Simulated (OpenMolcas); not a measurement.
# UHF/pc-2 (Cholesky decomposition) run of AlHClO (SMILES [O][AlH][Cl])

What is the vertical doublet–quartet gap of AlHClO at UHF/pc-2 (Cholesky decomposition)? 

The calculation is run with OpenMolcas 26.06.

### Step 1. The structure to begin with

AlHClO has 4 atoms, charge 0, and is taken as a doublet. As SMILES, `[O][AlH][Cl]`. The coordinates come from a PBE0-D4/def2-TZVP relaxation.

Bond lengths: O1–Al2 1.729 Å, Al2–Cl3 2.081 Å, Al2–H4 1.566 Å. Angles: O1–Al2–Cl3 116.2°, O1–Al2–H4 118.8°, Cl3–Al2–H4 125.0°.

### Step 2. A single-point energy at UHF/pc-2 (Cholesky decomposition)

The input, run.inp:

```
&GATEWAY
  Coord
  4
  angstrom
  O        0.290600      -1.035900       1.350600
  Al       0.118400       0.049000       0.015600
  Cl      -1.573200      -0.210600      -1.168800
  H        1.219700       1.137300      -0.217800
  Basis
  pc-2
  Group
  NoSym

&SEWARD
  Low

&SCF
  UHF
  Spin
  2
  PrOrbitals
  1 1
```

Run with:

```sh
$ export MOLCAS_MEM=1860
$ pymolcas run.inp > run.log
```

The program printed:

```text
--- Start Module: gateway ---
[...]
--- Stop Module: gateway /rc=_RC_ALL_IS_WELL_ ---
--- Start Module: seward ---
[...]
      Basis functions          112
--- Stop Module: seward /rc=_RC_ALL_IS_WELL_ ---
[...]
--- Start Module: scf ---
[...]
       Convergence after  19 Iterations
[...]
::    Total SCF energy                               -776.9835945175
[...]
      Total spin, S                                     0.5037560961
[...]
      Total electronic charge=   39.000000
      Total            charge=   -0.000000
[...]
      Dipole Moment (debye):
      Origin of the operator (angstrom)=   -0.5819   -0.2719   -0.2415
                   X=  9.2894E-01               Y=  1.2483E+00               Z= -5.5797E-01           Total=  1.6530E+00
      Quadrupole Moment (debye*angstrom):
[...]
--- Stop Module: scf /rc=_RC_ALL_IS_WELL_ ---
[...]
```

Run time: 9.3 s. Hardware: 1 thread of Arm Neoverse V2, shared host; peak memory 0.23 GiB.

### Step 3. The quartet

The input, run.input:

```
* AlClHO Hartree-Fock

&GATEWAY
 Coord
 4
 angstrom
 O        0.290600      -1.035900       1.350600
 Al       0.118400       0.049000       0.015600
 Cl      -1.573200      -0.210600      -1.168800
 H        1.219700       1.137300      -0.217800
 Basis=pc-2
 Group=NoSym

&SEWARD
 Low

&SCF
 UHF
 Spin=4
 PrOrbitals=1 1
```

Run with:

```sh
$ export MOLCAS_MEM=1860
$ pymolcas run.input > run.log
```

The program printed:

```text
--- Start Module: gateway ---
[...]
--- Stop Module: gateway /rc=_RC_ALL_IS_WELL_ ---
--- Start Module: seward ---
[...]
      Basis functions          112
--- Stop Module: seward /rc=_RC_ALL_IS_WELL_ ---
[...]
--- Start Module: scf ---
[...]
       Convergence after  24 Iterations
[...]
::    Total SCF energy                               -776.7635330786
[...]
      Total spin, S                                     1.5085791972
[...]
      Total electronic charge=   39.000000
      Total            charge=   -0.000000
[...]
      Dipole Moment (debye):
      Origin of the operator (angstrom)=   -0.5819   -0.2719   -0.2415
                   X=  1.3008E+00               Y= -2.5093E+00               Z=  3.8602E+00           Total=  4.7843E+00
      Quadrupole Moment (debye*angstrom):
[...]
--- Stop Module: scf /rc=_RC_ALL_IS_WELL_ ---
[...]
```

Wall time 11 s (1 thread of Arm Neoverse V2, shared host); peak memory 0.23 GiB.

### Step 4. What came out

At UHF/pc-2 (Cholesky decomposition):

```
                                        quantity          value
                           doublet: total energy  -776.98359 Eh
                          doublet: dipole moment         1.65 D
     doublet: HOMO energy (highest over α and β)      -12.75 eV
      doublet: LUMO energy (lowest over α and β)        1.26 eV
                                   doublet: ⟨S²⟩          0.758
                           quartet: total energy  -776.76353 Eh
                          quartet: dipole moment         4.78 D
     quartet: HOMO energy (highest over α and β)       -5.19 eV
      quartet: LUMO energy (lowest over α and β)       -2.47 eV
                                   quartet: ⟨S²⟩          3.784
vertical energy of the quartet above the doublet       5.988 eV
```

In words: At this shape the quartet lies 5.99 eV (138 kcal/mol) above the doublet.
